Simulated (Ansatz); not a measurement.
## What a trial cell of B relaxes into

The calculation used DFT r2SCAN, scalar-relativistic, plane waves, PAW (Ansatz 0.2.0). Cutoff 500 eV, Γ-centred k mesh, Gaussian smearing, no spin polarisation in the final step.

A relaxed cell is given with its space group left out.

```xyz
3
Lattice="4.4204 0.0000 0.0000 -2.2102 3.8282 0.0000 0.0000 0.0000 1.5864" Properties=species:S:1:pos:R:3 pbc="T T T"
B     0.0000    0.0000    0.0000
B     0.0000    2.5521    0.7932
B     2.2102    1.2761    0.7932
```

Energies count from the standard state of B at the same level.

Question: What space group does it have?

Answer: P6/mmm (No. 191). Conventional cell: a = 4.420 Å, c = 1.586 Å. B on Wyckoff site a (1 atom of the primitive cell) has 2 B at 1.59 Å; B on Wyckoff site d (2 atoms of the primitive cell) is coordinated by 2 B at 1.59 Å.

Question: How far above the standard state of B does it lie?

Answer: 1.18 eV/atom.

Question: Is it a metal?

Answer: Yes, bands cross the Fermi level on the 12×12×28 mesh.

The final run used a 12×12×28 mesh on its 3-atom cell and 0.10 eV smearing. For metals, differences of a few meV/atom aren't resolved. No dispersion correction is applied, so the spacing between layers, chains or molecules is poorly fixed, and with it the volume and density. The cell came from a trial start, so B may not exist in this structure.